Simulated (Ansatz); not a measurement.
```yaml
crystal:
  periodic: [false, false, false]
  atoms:
    - {symbol: N, position_ang: [0.445670, 2.098117, -0.864396]}
    - {symbol: C, position_ang: [0.486303, 0.925603, -0.540221]}
    - {symbol: C, position_ang: [0.589305, -0.297776, -0.093149]}
    - {symbol: C, position_ang: [-0.464773, -0.961781, 0.733231]}
    - {symbol: F, position_ang: [-1.606904, -0.194251, 0.782178]}
    - {symbol: H, position_ang: [0.012851, 2.298554, -1.764178]}
    - {symbol: H, position_ang: [1.479035, -0.864272, -0.344117]}
    - {symbol: H, position_ang: [-0.729204, -1.936976, 0.309423]}
    - {symbol: H, position_ang: [-0.123883, -1.113619, 1.764130]}
basis:
  gaussian: {orbitals: STO-3G, final_grid: {core_spheres: 8, valence_spheres: 7, degree: 23}, point_charges: [{charge: 0.50, position_ang: [5.281, 0.570, 0.880]}]}
magnetization: {spin_polarized: true, initial_magnetization: 0}
hamiltonian: {xc: {name: revPBE}, dispersion: d4}
accuracy: high
```

```sh
$ ansatz run in.yaml --threads 2 --pin off --events-out ev --progress --plain --max-ram 4352MiB
```

Output, abridged:

```
Functional definition: revPBE
585 factors; integrals over basis functions are off by at most 3.5e-8 eV
mean field evaluation 1: about -7279.8438 eV, gradient 1.4e1 eV
mean field evaluation 2: about -7275.1495 eV, gradient 3.4e1 eV
mean field evaluation 4: about -7280.8821 eV, gradient 2.3e0 eV
mean field evaluation 8: about -7280.7805 eV, gradient 1.6e-2 eV
mean field evaluation 16: about -7280.7805 eV, gradient 2.9e-7 eV
mean field -7280.78049115 eV, -267.5637479595 hartree, gradient 4.8e-8 eV, S^2 0.000000; 0 other end points of the search recorded, 0 dependent functions left out
reference -7280.78049378 eV, -267.5637480563 hartree; 19, 19 occupied and 10, 10 virtual orbitals, 585 factors
Total energy: -7281.27876412 eV, -267.5820591536 hartree
```

It took 0.45 s on 2 threads of an Arm Neoverse V2 on a shared host, with 0.42 GiB of host memory at the peak.
